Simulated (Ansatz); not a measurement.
Calculated with Ansatz (gas phase, PBE0-D4/def2-TZVP geometries, no zero-point term in ΔE). CCSD(T)/CBS is the MP2 limit (def2-TZVPP, def2-QZVPP) plus CCSD(T) − MP2 in def2-TZVPP, frozen cores. DFT in def2-TZVPP. B3LYP here is the variant with VWN-RPA as its local correlation; programs differ in this. Each species was taken in one conformer, which may not be the lowest.

Reaction (isomerisation): `C=CC(C)(F)Cl` → `C/C(F)=C(/C)Cl`

```tsv
level	ΔE (kJ/mol)	difference from CCSD(T)/CBS
PBE-D4	-17.0	-14.0
r2SCAN-D4	-10.7	-7.7
PBE0-D4	-15.2	-12.2
B3LYP-D4	-10.0	-7.0
ωB97X-V	-8.0	-5.0
ωB97M-V	-6.3	-3.3
B2PLYP	-8.1	-5.1
PBE	-17.9	-14.9
r2SCAN	-10.9	-7.9
PBE0	-15.9	-12.9
B3LYP	-11.4	-8.4
HF/def2-TZVPP	1.1	4.1
MP2/def2-TZVPP	-5.9	-2.9
SCS-MP2/def2-TZVPP	-3.9	-0.9
CCSD/def2-TZVPP	-2.9	0.1
CCSD(T)/def2-TZVPP	-3.1	-0.1
HF/def2-QZVPP	0.8	3.8
MP2/def2-QZVPP	-6.0	-3.0
SCS-MP2/def2-QZVPP	-4.0	-1.0
HF/CBS(def2)	0.8	3.8
MP2/CBS(def2)	-5.9	-2.9
CCSD/CBS(def2)	-2.9	0.1
CCSD(T)/CBS	-3.0	0
```

Largest T1 diagnostic among the species: 0.011.

In def2-TZVPP, CCSD(T) changes the Hartree–Fock value by −4.2 kJ/mol (the triples alone add −0.2 kJ/mol) and MP2 by −7.0 kJ/mol.
